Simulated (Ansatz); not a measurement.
`F/C=C1\CS1` + H₂ → `C=C1CS1` + H–F at 500 K and 1 bar (hydrogenolysis of a C–F bond).

Calculated with Ansatz (gas phase, PBE0-D4/def2-TZVP geometries, no zero-point term in ΔE). CCSD(T)/CBS is the MP2 limit (def2-TZVPP, def2-QZVPP) plus CCSD(T) − MP2 in def2-TZVPP, frozen cores. This one scheme is used for every species.

```json
{"species": "`F/C=C1\\CS1`", "CCSD(T)/CBS energy (Eh)": "-613.45363", "H − E (kJ/mol)": "172.0", "S (J/(mol·K))": "351.7"}
{"species": "H₂", "CCSD(T)/CBS energy (Eh)": "-1.17544", "H − E (kJ/mol)": "41.0", "S (J/(mol·K))": "145.5"}
{"species": "`C=C1CS1`", "CCSD(T)/CBS energy (Eh)": "-514.27785", "H − E (kJ/mol)": "186.8", "S (J/(mol·K))": "324.8"}
{"species": "H–F", "CCSD(T)/CBS energy (Eh)": "-100.39570", "H − E (kJ/mol)": "39.4", "S (J/(mol·K))": "188.7"}
```

H − E and S are ideal-gas, rigid-rotor, harmonic terms from PBE0-D4/def2-TZVP. The MP2-based limit puts H₂ 0.8 mEh under its directly extrapolated value; such offsets cancel only in part. 1 Eh = 2625.50 kJ/mol, R = 8.31446 J/(mol·K).

Task: By hand: ΔE, ΔH, ΔS and ΔG.

Result: ΔE = (-514.27785) + (-100.39570) − (-613.45363) − (-1.17544) = -0.04448 Eh = -116.8 kJ/mol. Δ(H − E) = 186.8 + 39.4 − 172.0 − 41.0 = 13.2, so ΔH = -103.6 kJ/mol. ΔS = 324.8 + 188.7 − 351.7 − 145.5 = 16.3 J/(mol·K). ΔG = -103.6 − 500 × (16.3)/1000 = -111.8 kJ/mol.

Task: By hand: the equilibrium constant, and the temperature at which ΔG would vanish if ΔH and ΔS stayed fixed.

Result: log₁₀ K = −ΔG/(RT ln 10) = 11.7. ΔH and −TΔS have one sign here, so there is no such temperature.

ΔH outweighs TΔS. A doubt of 5 kJ/mol in ΔE shifts log₁₀ K by 0.5 here. These are equilibria of isolated gas molecules and say nothing of rates. Largest T1 diagnostic: 0.013 (customary marks: 0.02 for closed shells, 0.045 for open ones).
